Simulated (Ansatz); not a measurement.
# NO₂ radical: one species, many methods

Aim: compute NO₂ radical with functionals from several rungs and with coupled cluster, and see how far each lands from CCSD(T) at the basis-set limit for the atomisation energy.

The runs use Ansatz 0.2.0, Gaussian basis; functionals in def2-TZVPP, the program's frozen cores in correlated methods.

Plan: LDA (SPW92), PBE-D4, revPBE-D4, BLYP-D4, r2SCAN-D4, B97M-V, PBE0-D4, B3LYP-D4, r2SCANh-D4, r2SCAN0-D4, HSE06-D4, BHLYP-D4, CAM-B3LYP-D4, LC-ωPBE, ωB97X-V, ωB97M-V, B2PLYP, PBE-QIDH; CCSD(T)/def2-SVP; CCSD(T)/def2-TZVPP; CCSD(T)/def2-QZVPP; extrapolation to the limit; RPA on PBE.

**1. The geometry**

All runs share one geometry, relaxed beforehand with PBE0-D4 in a triple-zeta def2 set.

SMILES `O=[N+][O-]`, 3 atoms, charge 0, spin multiplicity 2.

Atoms are counted from 1 here; the program's logs count them from 0.

Bond lengths: O1–N2 1.183 Å, N2–O3 1.183 Å. Angles: O1–N2–O3 134.8°.

**2. LDA**

This LDA is Slater exchange with PW92 correlation.

in.yaml

```yaml
crystal:
  periodic: [false, false, false]
  atoms:
    - {symbol: O, position_ang: [0.384352, 0.982330, 0.320254]}
    - {symbol: N, position_ang: [0.227083, -0.170149, 0.106067]}
    - {symbol: O, position_ang: [-0.611435, -0.812181, -0.426331]}
basis:
  gaussian: {orbitals: def2-TZVPP}
magnetization: {spin_polarized: true, initial_magnetization: 1}
hamiltonian: {xc: lda}
output: {orbitals: {seedname: orbitals}}
```

On the command line:

```bash
$ ansatz run in.yaml --threads 2 --pin off --events-out ev --progress --plain --max-ram 32768MiB --backend cpu
```

After this run come: PBE-D4 (GGA); revPBE-D4 (GGA); BLYP-D4 (GGA); r2SCAN-D4 (meta-GGA); B97M-V (meta-GGA); B3LYP-D4 (hybrid); r2SCANh-D4 (hybrid); r2SCAN0-D4 (hybrid); HSE06-D4 (hybrid); BHLYP-D4 (hybrid); CAM-B3LYP-D4 (range-separated); LC-ωPBE (range-separated); ωB97X-V (range-separated); ωB97M-V (range-separated); B2PLYP (double hybrid); PBE-QIDH (double hybrid); CCSD(T) in def2-SVP; CCSD(T) in def2-TZVPP; CCSD(T) in def2-QZVPP; RPA on PBE orbitals.

**Question.** What will the summary of the whole plan be? Wanted: atomisation energy, CCSD(T)/CBS; farthest beyond LDA; mean size of error, GGA; mean size of error, meta-GGA; mean size of error, hybrid; mean size of error, range-separated; mean size of error, double hybrid; gap, smallest and largest; T1 diagnostic.

The runs gave:

```
                               quantity                                     value
        atomisation energy, CCSD(T)/CBS                                  9.745 eV
    functionals within 0.049 eV (0.5 %)      none; nearest r2SCANh-D4 (+0.103 eV)
                    farthest beyond LDA                        PBE-D4 (+1.952 eV)
                mean size of error, GGA                                  1.511 eV
           mean size of error, meta-GGA                                  0.461 eV
             mean size of error, hybrid                                  0.574 eV
    mean size of error, range-separated                                  0.330 eV
      mean size of error, double hybrid                                  0.227 eV
              gap, smallest and largest  1.15 eV (LDA (SPW92)), 9.98 eV (LC-ωPBE)
                          T1 diagnostic                                    0.0237
triples share of the correlation energy                                     5.1 %
```

**Reading.** The LDA atomisation energy is off by 4.290 eV (44 %): it overbinds. PBE-D4 is off by +1.952 eV. Double hybrids carry the basis error of their MP2 part in triple zeta, and no dispersion term here, so their miss is partly the set-up's. Taken by rung, double hybrid functionals do best (0.227 eV on average) and GGA ones worst beyond LDA (1.511 eV). RPA and LDA stand outside this count. Misses under about 0.049 eV are within the doubt on the reference itself, which lacks core-valence correlation, relativity and higher excitations. Hartree-Fock recovers 25 % of the binding; the rest is correlation. CCSD(T) in def2-SVP is off by -1.002 eV, worse than the median functional, from the basis alone. The gap grows from 1.2 to 10.0 eV across the functionals, mostly with the share of exact exchange.
